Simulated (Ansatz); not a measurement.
# P2 (diphosphorus), step by step

Aim: a series of 56 runs (HF/STO-3G, UHF/STO-3G, HF/3-21G, UHF/3-21G, HF/6-31G*, UHF/6-31G*, B3LYP/6-31G*, UB3LYP/6-31G*, and more) of P2. 

Program for the calculation: Ansatz 0.2.0.

**1. The system as given**

P2: 2 atoms, total charge 0, spin state singlet. As SMILES, `P#P`. Geometry: the measured bond length. The run starts from this shape.

Bond lengths: P1–P2 1.893 Å.

**2. A geometry optimisation at HF/STO-3G (run 1)**

in.yaml reads:

```yaml
crystal:
  periodic: [false, false, false]
  atoms:
    - {symbol: P, position_ang: [0.000000, 0.000000, 0.000000]}
    - {symbol: P, position_ang: [0.000000, 0.000000, 1.893400]}
basis:
  gaussian:
    orbitals: STO-3G
hamiltonian:
  xc: hf
relax:
  f_tol: 0.002
output: {orbitals: {seedname: orbitals}}
```

Started as:

```console
ansatz run in.yaml --threads 1 --pin off --max-ram 3480MiB --events-out events.jsonl --progress --plain --runs-dir runs
```

The program printed:

```text
Warning: RAYON_NUM_THREADS=1 ignored (pool sized by the plan → 1); use --threads N
The last accepted step is kept in runs//last_step.txt (removed where the run ends without a failure and the disk answers)
[... 49 lines left out ...]
Total energy: -18334.05108935 eV, -673.7639502674 hartree
[... 2 lines left out ...]
Dipole moment:    -0.000000    -0.000000    -0.000000 e Å
```

Wall time 1.1 s (1 thread of Arm Neoverse V1, shared host); peak memory 0.08 GiB.

Steps, from the record of the run:

| step | energy from the first frame kept (eV) | largest force (eV/Å) |
| --- | --- | --- |
| 1 | 0.0000 | 4.8214 |
| 2 | -0.0373 | 5.4204 |
| 3 | -0.2174 | 0.4351 |
| 4 | -0.2188 | 0.0579 |
| 5 | -0.2188 | 0.0198 |
| 6 | -0.2188 | 0.0000 |

After the run. Bond lengths: P1–P2 1.808 Å.

**3. The harmonic vibrations at HF/STO-3G (run 2)**

input.yaml reads:

```yaml
crystal:
  periodic: [false, false, false]
  atoms:
    - symbol: P
      position_ang: [-0.000000, -0.000000, 0.042832]
    - symbol: P
      position_ang: [0.000000, 0.000000, 1.850568]
basis:
  gaussian:
    orbitals: STO-3G
hamiltonian:
  xc: hf
phonons:
  temperatures: {t_min: 298.15, t_max: 298.15, t_step: 1}
```

Started as:

```console
ansatz run input.yaml --threads 1 --pin off --max-ram 3480MiB --events-out events.jsonl --progress --plain --runs-dir runs
```

The program printed:

```text
Warning: RAYON_NUM_THREADS=1 ignored (pool sized by the plan → 1); use --threads N
[... 44 lines left out ...]
Total energy: -18334.05108935 eV, -673.7639502674 hartree
[... 2 lines left out ...]
Dipole moment:    -0.000000    -0.000000    -0.000000 e Å
Vibrations: 1083.35 cm⁻¹, zero-point energy 0.067159 eV
```

Wall time 0.54 s (1 thread of Arm Neoverse V1, shared host); peak memory 0.08 GiB.

Runs 3 to 21 aren't shown in full; the table further down has their settings and results.

**4. Vibrational wavenumbers at MP2/6-31G(d) (Cartesian functions) (run 22)**

job.yaml reads:

```yaml
crystal:
  periodic: [false, false, false]
  atoms:
    - {symbol: P, position_ang: [-0.000000, -0.000000, -0.020615]}
    - {symbol: P, position_ang: [0.000000, 0.000000, 1.914015]}
basis:
  gaussian:
    orbitals: "6-31G*"
correlation:
  method: mp2
phonons:
  temperatures: {t_min: 298.15, t_max: 298.15, t_step: 1}
```

Started as:

```console
ansatz run job.yaml --threads 1 --pin off --max-ram 3480MiB --events-out events.jsonl --progress --plain --runs-dir runs
```

The program printed:

```text
Warning: RAYON_NUM_THREADS=1 ignored (pool sized by the plan → 1); use --threads N
[... 11 lines left out ...]
10 core orbitals not correlated: weight in the atoms' cores, before any rotation towards them, 1.000 or more for the frozen orbitals, at most 0.000 for the correlated occupied ones
[... 29 lines left out ...]
10 core orbitals not correlated: weight in the atoms' cores, before any rotation towards them, 1.000 or more for the frozen orbitals, at most 0.000 for the correlated occupied ones
[... 21 lines left out ...]
Dipole moment:    -0.000000    -0.000000     0.000000 e Å
[... 1 line left out ...]
Checks for a lower state left out: cluster_reference
```

It took 2.2 s on 1 thread of Arm Neoverse V1, shared host; peak memory 0.081 GiB.

Runs 23 to 55 aren't shown in full; the table further down has their settings and results.

**5. The doublet cation: a geometry optimisation at U-wB97M-V/def2-TZVPD (run 56)**

job.yaml reads:

```yaml
crystal:
  periodic: [false, false, false]
  atoms:
    - symbol: P
      position_ang: [0.000000, 0.000000, 0.012446]
    - symbol: P
      position_ang: [-0.000000, -0.000000, 1.880954]
basis:
  gaussian: {orbitals: def2-TZVPD}
total_charge: 1
magnetization: {spin_polarized: true, initial_magnetization: 1}
hamiltonian: {xc: {name: wB97M-V}}
relax: {}
```

Started as:

```console
ansatz run job.yaml --threads 1 --pin off --max-ram 3480MiB --events-out events.jsonl --progress --plain --runs-dir runs
```

The program printed:

```text
Warning: RAYON_NUM_THREADS=1 ignored (pool sized by the plan → 1); use --threads N
[... 1 set-up line as earlier in the session ...]
[... 25 lines left out ...]
550 factors; their error is unknown
[... 12 lines left out ...]
550 factors; their error is unknown
[... 6 lines left out ...]
550 factors; their error is unknown
[... 5 lines left out ...]
550 factors; their error is unknown
[... 5 lines left out ...]
Total energy: -18566.26026070 eV, -682.2974799174 hartree
[... 2 lines left out ...]
Dipole moment:     0.000000    -0.000000     0.000000 e Å
```

Run time: 88 s. Hardware: 1 thread of Arm Neoverse V1, shared host; peak memory 0.28 GiB.

The path in brief:

| step | energy from the first frame kept (eV) | largest force (eV/Å) |
| --- | --- | --- |
| 1 | 0.0000 | 3.2554 |
| 2 | -0.1249 | 0.4010 |
| 3 | -0.1274 | 0.0049 |

After the run. Bond lengths: P1–P2 1.952 Å.

**6. Overview of the runs**

| run | level | task | walk f tol | partner | energy (Eh) | wall time |
| --- | --- | --- | --- | --- | --- | --- |
| 1 | HF/STO-3G | optimise | 0.002 | base | -673.763950 | 1.1 s |
| 2 | HF/STO-3G | frequencies | – | base | -673.763950 | 0.54 s |
| 3 | UHF/STO-3G | energy | – | cation | -673.551685 | 0.32 s |
| 4 | UHF/STO-3G | optimise | – | cation | -673.588986 | 2.2 s |
| 5 | HF/3-21G | optimise | 0.002 | base | -677.977206 | 0.58 s |
| 6 | HF/3-21G | frequencies | – | base | -677.977206 | 0.72 s |
| 7 | UHF/3-21G | energy | – | cation | -677.631219 | 0.64 s |
| 8 | UHF/3-21G | optimise | – | cation | -677.663664 | 2.2 s |
| 9 | HF/6-31G* (Cartesian functions) | optimise | 0.002 | base | -681.424533 | 1.2 s |
| 10 | HF/6-31G* (Cartesian functions) | frequencies | – | base | -681.424533 | 1.6 s |
| 11 | UHF/6-31G* (Cartesian functions) | energy | – | cation | -681.075689 | 1.2 s |
| 12 | UHF/6-31G* (Cartesian functions) | optimise | – | cation | -681.085579 | 3.9 s |
| 13 | B3LYP/6-31G* (Cartesian functions) | optimise | 0.002 | base | -682.688945 | 2.6 s |
| 14 | B3LYP/6-31G* (Cartesian functions) | frequencies | – | base | -682.688945 | 3.6 s |
| 15 | UB3LYP/6-31G* (Cartesian functions) | energy | – | cation | -682.302549 | 3.9 s |
| 16 | UB3LYP/6-31G* (Cartesian functions) | optimise | – | cation | -682.307087 | 8.7 s |
| 17 | PBE/def2-SVP | optimise | 0.002 | base | -682.165659 | 2.1 s |
| 18 | PBE/def2-SVP | frequencies | – | base | -682.165659 | 2.1 s |
| 19 | UPBE/def2-SVP | energy | – | cation | -681.778208 | 3 s |
| 20 | UPBE/def2-SVP | optimise | – | cation | -681.783168 | 7.2 s |
| 21 | MP2/6-31G* (Cartesian functions) | optimise | 0.002 | base | -681.642199 | 1.3 s |
| 22 | MP2/6-31G* (Cartesian functions) | frequencies | – | base | -681.642199 | 2.2 s |
| 23 | UMP2/6-31G* (Cartesian functions) | energy | – | cation | -681.241562 | 1.3 s |
| 24 | UMP2/6-31G* (Cartesian functions) | optimise | – | cation | -681.241687 | 3.9 s |
| 25 | wB97X-V/def2-TZVP | optimise | 0.002 | base | -682.590107 | 14 s |
| 26 | wB97X-V/def2-TZVP | frequencies | – | base | -682.590107 | 14 s |
| 27 | U-wB97X-V/def2-TZVP | energy | – | cation | -682.205832 | 23 s |
| 28 | U-wB97X-V/def2-TZVP | optimise | – | cation | -682.210456 | 65 s |
| 29 | MP2/cc-pVTZ | optimise | 0.002 | base | -681.769569 | 2.7 s |
| 30 | MP2/cc-pVTZ | frequencies | – | base | -681.769569 | 4.5 s |
| 31 | UMP2/cc-pVTZ | energy | – | cation | -681.363286 | 3.9 s |
| 32 | UMP2/cc-pVTZ | optimise | – | cation | -681.364164 | 14 s |
| 33 | CCSD(T)/def2-TZVP | optimise | 0.002 | base | -681.793764 | 47 s |
| 34 | CCSD(T)/def2-TZVP | frequencies | – | base | -681.793764 | 78 s |
| 35 | UCCSD(T)/def2-TZVP | energy | – | cation | -681.408360 | 12 s |
| 36 | UCCSD(T)/def2-TZVP | optimise | – | cation | -681.411250 | 2.6 min |
| 37 | MP2/aug-cc-pVDZ | optimise | 0.002 | base | -681.707199 | 4.8 s |
| 38 | MP2/aug-cc-pVDZ | frequencies | – | base | -681.707199 | 5.4 s |
| 39 | UMP2/aug-cc-pVDZ | energy | – | cation | -681.301940 | 3.6 s |
| 40 | UMP2/aug-cc-pVDZ | optimise | – | cation | -681.302120 | 11 s |
| 41 | PBE0/aug-cc-pVTZ | optimise | 0.002 | base | -682.456487 | 8.1 s |
| 42 | PBE0/aug-cc-pVTZ | frequencies | – | base | -682.456487 | 9.9 s |
| 43 | UPBE0/aug-cc-pVTZ | energy | – | cation | -682.071149 | 15 s |
| 44 | UPBE0/aug-cc-pVTZ | optimise | – | cation | -682.075725 | 38 s |
| 45 | B2PLYP/cc-pVTZ | optimise | 0.002 | base | -682.479650 | 10 s |
| 46 | B2PLYP/cc-pVTZ | frequencies | – | base | -682.479650 | 17 s |
| 47 | UB2PLYP/cc-pVTZ | energy | – | cation | -682.094930 | 9 s |
| 48 | UB2PLYP/cc-pVTZ | optimise | – | cation | -682.098663 | 33 s |
| 49 | PBE-D3(BJ)/def2-TZVP | optimise | 0.002 | base | -682.401383 | 3.3 s |
| 50 | PBE-D3(BJ)/def2-TZVP | frequencies | – | base | -682.401383 | 4.2 s |
| 51 | UPBE-D3(BJ)/def2-TZVP | energy | – | cation | -682.017293 | 6 s |
| 52 | UPBE-D3(BJ)/def2-TZVP | optimise | – | cation | -682.021735 | 13 s |
| 53 | wB97M-V/def2-TZVPD | optimise | 0.002 | base | -682.674673 | 19 s |
| 54 | wB97M-V/def2-TZVPD | frequencies | – | base | -682.674673 | 20 s |
| 55 | U-wB97M-V/def2-TZVPD | energy | – | cation | -682.292797 | 28 s |
| 56 | U-wB97M-V/def2-TZVPD | optimise | – | cation | -682.297480 | 88 s |

**7. Summary of results**

```
                                                                               quantity          value
                                        doublet cation, run 56: total energy at the end  -682.29748 Eh
                                                    doublet cation, run 56: bond length        1.952 Å
                                                           doublet cation, run 56: ⟨S²⟩          0.752
                          vertical ionisation energy (to the doublet cation), HF/STO-3G       5.776 eV
                           vertical ionisation energy (to the doublet cation), HF/3-21G       9.415 eV
                       vertical ionisation energy (to the doublet cation), PBE/def2-SVP      10.543 eV
                  vertical ionisation energy (to the doublet cation), CCSD(T)/def2-TZVP      10.487 eV
                   vertical ionisation energy (to the doublet cation), PBE0/aug-cc-pVTZ      10.486 eV
                 vertical ionisation energy (to the doublet cation), wB97M-V/def2-TZVPD      10.391 eV
      adiabatic ionisation energy (to the doublet cation, no zero-point term), HF/3-21G       8.532 eV
adiabatic ionisation energy (to the doublet cation, no zero-point term), B2PLYP/cc-pVTZ      10.367 eV
```

**Reading.** At HF/STO-3G: the vertical ionisation energy comes to 5.78 eV (133 kcal/mol). Its partner is spin-contaminated (⟨S²⟩ = 1.78 against 0.75), so the difference is in doubt. In a minimal basis such a difference can be off by several eV, whatever the method. At HF/3-21G: the vertical ionisation energy comes to 9.41 eV (217 kcal/mol). Its partner is spin-contaminated (⟨S²⟩ = 1.88 against 0.75), so the difference is in doubt. At PBE/def2-SVP: the vertical ionisation energy comes to 10.54 eV (243 kcal/mol). Totals of different functionals can't be ranked against each other. In runs 21, 22, 29, 30, 33, 34, 37, 38 the log says that unrestricted orbitals would lower the reference, so the values rest on an unstable closed-shell determinant (other closed-shell runs at this shape may share the fault). In runs 1, 2, 3, 4 the basis is minimal, so the values are rough. Spin contamination of the reference: run 8 ⟨S²⟩ = 2.63, run 4 ⟨S²⟩ = 2.49, run 7 ⟨S²⟩ = 1.88, run 3 ⟨S²⟩ = 1.78, run 12 ⟨S²⟩ = 1.27, run 36 ⟨S²⟩ = 1.19 (the largest). Where it is this large, the reference is a mixture of spin states, and values that rest on it are in doubt. All runs together took 14 min, the longest 2.6 min.
